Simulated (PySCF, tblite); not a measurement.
**ammonia and 4 × water**

A gas-phase complex of ammonia and 4 × water; neutral, singlet. The structure comes from a short search (6 tight-binding starts) and was relaxed by PBE0-D3(BJ)/def2-SVPD; another way of binding may lie lower. No frequency run checks that it is a minimum.

```
part     name  SMILES  atoms  charge  multiplicity
   1  ammonia       N    1–4       0             1
   2    water       O    5–7       0             1
   3    water       O   8–10       0             1
   4    water       O  11–13       0             1
   5    water       O  14–16       0             1
```

```xyz
16

N     0.110   -0.351    0.523
H     0.602   -0.738   -0.277
H    -0.800   -0.021    0.198
H     0.640    0.450    0.851
O    -0.924   -2.279    2.273
H    -0.399   -1.636    1.739
H    -1.384   -2.791    1.584
O    -2.442   -2.909   -0.034
H    -3.246   -3.431    0.005
H    -2.734   -1.975   -0.033
O    -2.917   -0.676    2.893
H    -2.147   -1.308    2.800
H    -2.713   -0.097    3.629
O    -2.980   -0.200    0.294
H    -3.046   -0.232    1.283
H    -3.762    0.259   -0.020
```
(Å; atoms numbered from 1)

Contacts between parts, classed by geometry: H12···O5 1.648 Å (hydrogen bond, 167°); H15···O11 1.674 Å (hydrogen bond, 164°); H6···N1 1.840 Å (hydrogen bond, 164°); H10···O14 1.822 Å (hydrogen bond, 166°); H7···O8 1.937 Å (hydrogen bond, 152°); H3···O14 2.190 Å (hydrogen bond, 148°).

Interaction energies are complex less parts, with the parts frozen as they stand in it; counterpoise-corrected, in kcal/mol (PySCF).

**Question.** Give the interaction energy at each level run.

**Answer.** 
```
                 level  interaction  superposition error removed
wB97M-D3(BJ)/def2-SVPD       -37.83                        -3.70
 PBE0-D3(BJ)/def2-SVPD       -40.62                        -3.81
```

**Question.** What holds them together? Decompose the wB97M-D3(BJ)/def2-SVPD energy: frozen parts, their antisymmetrised product, then relaxation.

**Answer.** electrostatic -73.5, Pauli repulsion +79.1, orbital relaxation -41.5, dispersion correction -5.7 kcal/mol, which sum to the value before the counterpoise correction; the Pauli term holds the exchange-correlation of the frozen density too. Of the attraction, 61 % is electrostatic, 34 % is orbital relaxation, 5 % is dispersion correction.

The parts were also relaxed and run alone, at the levels used for the complex: shieldings by PBE0/pcSseg-1; core levels by delta-SCF with SCAN, pcX-2 on the ionised atom and pcseg-1 elsewhere, spin-free X2C.

Values alone: O11–H12 bond (Å): 0.961; shielding of H12 (ppm): 30.93; shielding of O5 (ppm): 335.3; shielding of H15 (ppm): 30.93; shielding of O11 (ppm): 335.3; O5 1s core level (eV): 539.76; O11 1s core level (eV): 539.76; O14 1s core level (eV): 539.76.

**Question.** What does binding change?

**Answer.** 
```
              property   alone  in the complex  change
      O11–H12 bond (Å)   0.961           1.000  +0.039
shielding of H12 (ppm)   30.93           22.73   -8.19
 shielding of O5 (ppm)   335.3           294.0   -41.3
shielding of H15 (ppm)   30.93           23.61   -7.31
shielding of O11 (ppm)   335.3           314.6   -20.7
 O5 1s core level (eV)  539.76          537.70   -2.05
O11 1s core level (eV)  539.76          538.58   -1.18
O14 1s core level (eV)  539.76          538.97   -0.79
```

Density functionals tend to overstate the lengthening and the red shift of so strongly bound an X–H bond.

The 4 runs behind this took 3.4 min in all, one thread each of Arm Neoverse V1 on a shared host, launched as `OMP_NUM_THREADS=1 python cluster_run.py task.json out`.
